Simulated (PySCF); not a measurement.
# C4H4O2 (2(5H)-Furanone): the cost of one run

Computed with PySCF 2.14.0, with density-fitted response routines of our own, on a single molecule in the gas phase. Atoms count from 0, in the outputs and in this text.

## Step 1: The molecule as given

10 atoms, charge 0, multiplicity 1; geometry from: MMFF94s. The atoms were then displaced at random by about 0.03 Å, so the start is not that level's minimum.

Bonds of the start (Å): O0–C1 1.30, C1–C2 1.49, C2–C3 1.17, C3–C4 1.52, C4–O5 1.41, O5–C1 1.34, C2–H6 1.12, C3–H7 1.13, C4–H8 1.01, C4–H9 1.14.

## Step 2: Relaxing the molecule at PBE0-D3(BJ)/def2-SVP

The job: settings as JSON, then the geometry in Å.

```
{"job": {"xc": "PBE0", "basis": "def2-SVP", "d3": "d3bj", "grid": 1, "shake": 0.03, "kind": "geom"}, "charge": 0, "multiplicity": 1}
O      2.582140    -0.540740     0.056170
C      1.295510    -0.335490     0.027830
C      0.562160     0.948150    -0.169480
C     -0.580630     0.702290    -0.104610
C     -0.927010    -0.764230     0.084180
O      0.377300    -1.295600     0.178210
H      1.158230     1.886490    -0.282690
H     -1.417540     1.448140    -0.208140
H     -1.469640    -1.178820    -0.659920
H     -1.455870    -0.946920     1.082870
```

Started as:

```
$ OMP_NUM_THREADS=1 python probes_run.py task.json out
```

This one command runs all jobs of the session in turn.

**Question.** How long does this first job take on 1 thread of Arm Neoverse V2, shared host, and how much memory does it need?

About 26 s, with a peak of 0.42 GiB.
